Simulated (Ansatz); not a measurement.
Bulk modulus B0 (GPa) along a series of related solids, from PBE-D4 (PAW; Ansatz, a first-principles code); HSE06 (Ansatz, PAW).

```json
[
 {"solid": "zinc-blende BP", "PBE-D4": "171", "HSE06": "175", "measured": "176 (168–176)"},
 {"solid": "zinc-blende AlP", "PBE-D4": "89.1", "HSE06": "90.8", "measured": "–"},
 {"solid": "zinc-blende GaP", "PBE-D4": "85.8", "HSE06": "87.8", "measured": "89.6"},
 {"solid": "zinc-blende InP", "PBE-D4": "65.5", "HSE06": "69.3", "measured": "72"}
]
```

HSE06 less measured, from the printed values: zinc-blende BP -0.6 %, zinc-blende GaP -2.0 %, zinc-blende InP -3.8 %.

A member of the series is missing where a level wasn't run or failed, where a doubt is noted on the run or the magnetic state, for phases of high temperature or layered ones, and where values are held back for tests.

Spin–orbit coupling is left out, also for the solids with elements from indium on (zinc-blende InP); its size isn't shown.

A dash: no measured value is used.

Each level is taken at its own relaxed cell. Ansatz's density-functional and Hartree–Fock values are scalar-relativistic unless marked +SOC, with PAW data made under PBE.

Measured values are for low temperature or corrected to a static lattice. References as tabulated in Mejia-Rodriguez and Trickey (2018), arXiv:1807.09216; Goldzak et al. (2022), arXiv:2208.04865.

Brackets give the range of the sources taken for a reference, where it is wide; it can hold other temperatures.
